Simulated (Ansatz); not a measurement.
Results of BLYP in Ansatz (plane waves, PAW) for antifluorite Mg2Sn.

Numerical settings: plane-wave cutoff 520 eV, 20×20×20 k mesh, Fermi–Dirac smearing 0.05 eV, scalar-relativistic PAW data made under PBE.

Cell (relaxed at this level):

```
Mg2Sn
1.0
    0.00000     3.44184     3.44184
    3.44184     0.00000     3.44184
    3.44184     3.44184     0.00000
Mg Sn
2 1
Cartesian
  1.72092   1.72092   1.72092
  5.16277   5.16277   5.16277
  0.00000   0.00000   0.00000
```

Q: Give the computed elastic constant C44, elastic constant C11 and elastic constant C12.

A: 
elastic constant C44: 29.8 GPa
elastic constant C11: 65.3 GPa
elastic constant C12: 21.2 GPa

Note: the solid has no gap at this level, which affects its response.

Elastic constants are with the ions relaxed.

Spin–orbit coupling is not included.

Computing time: around 18 core-minutes (rough).

Ansatz is an electronic-structure program.
